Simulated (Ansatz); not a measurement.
# AlF2H: the cost of one run

All numbers below are computed with Ansatz 0.2.0 (RKS B3LYP-D4/6-31G*).

### Step 1. The system as given

Bond lengths: Al1–H2 1.560 Å, Al1–F3 1.690 Å, Al1–F4 1.690 Å. Angles: H2–Al1–F3 120.0°, H2–Al1–F4 120.0°, F3–Al1–F4 120.0°.

As a file:

```xyz
4

Al    0.0000    0.0000    0.0000
H     0.0000    0.0000    1.5600
F     1.4635    0.0000   -0.8450
F    -1.4635    0.0000   -0.8450
```

### Step 2. Preparing the start

input.yaml reads:

```yaml
crystal:
  periodic: [false, false, false]
  atoms:
    - { symbol: Al, position_ang: [0.0, 0.0, 0.0] }
    - { symbol: H, position_ang: [0.0, 0.0, 1.56] }
    - { symbol: F, position_ang: [1.4635, 0.0, -0.845] }
    - { symbol: F, position_ang: [-1.4635, 0.0, -0.845] }
basis:
  gaussian: { orbitals: "6-31G*" }
hamiltonian:
  xc: b3lyp
  dispersion: d4
relax:
  f_tol: 0.02
  max_steps: 40
output:
  orbitals: {}
```

On the command line:

```sh
> ansatz run input.yaml --threads 1 --pin off --max-ram 2048MiB --backend cpu --events-out ev --progress --plain --runs-dir out
```

**Question.** How long does this run take on 1 thread of Arm Neoverse V2, shared host, and how much memory does it need?

About 4.8 s, with a peak of 0.1 GiB.
